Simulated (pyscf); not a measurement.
A first-order saddle from PySCF, ωB97X-D3(BJ)/def2-SVP:

```
B
F 1 1.3033
H 1 1.2006 2 123.06
H 1 1.4768 3 120.50 2 159.51
H 4 0.8896 1 72.56 3 102.82
Cl 5 1.8340 4 75.97 1 178.46
```

Surface: singlet, charge 0. Lowest wavenumbers (cm⁻¹): 2479i, 79, 255, 377, 538.

**Question.** What reaction is this the transition state of?

**Answer.** H₂B–F + HCl <-> H₂B–F + HCl, a four-centre exchange read from left to right: B–H, Cl–H broken and B–H, Cl–H formed. At CCSD(T)/def2-TZVPP + ΔMP2(QZVPP) it lies +3.02 eV from the left side and +3.02 eV from the right (each side as separated species at their lowest minima found). The same reactants have a lower exit, to F–BH–Cl + H₂ (barrier +0.72 eV at ωB97M-D3(BJ), against +2.96 eV here). One saddle was located; it need not be the lowest between these sides. The CCSD(T) − MP2 part came from Ansatz, without density fitting, on the same reference.
